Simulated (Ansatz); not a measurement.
C2HNO (`N=C=C=O`). Total charge 0; spin multiplicity 1.

**Question.** List the harmonic frequencies (cm⁻¹, unscaled) at PBE0-D4/def2-TZVP in Ansatz. (Best estimate.)

**Answer.** Computed: 264, 300, 421, 876, 893, 1201, 1777, 2123, 3415.

**Question.** Is this a minimum?

**Answer.** Yes, all 9 modes are real.

**Question.** Give the ideal-gas thermochemistry at 298.15 K and 1 bar (rigid rotor, harmonic oscillator; point group Cs, symmetry number 1).

**Answer.** Zero-point energy 67.4 kJ/mol; H(298) − E = 80.8 kJ/mol; entropy 267.9 J/(mol·K), of which translation 158.8, rotation 91.2, vibration 17.9; G(298) − E = 0.9 kJ/mol.
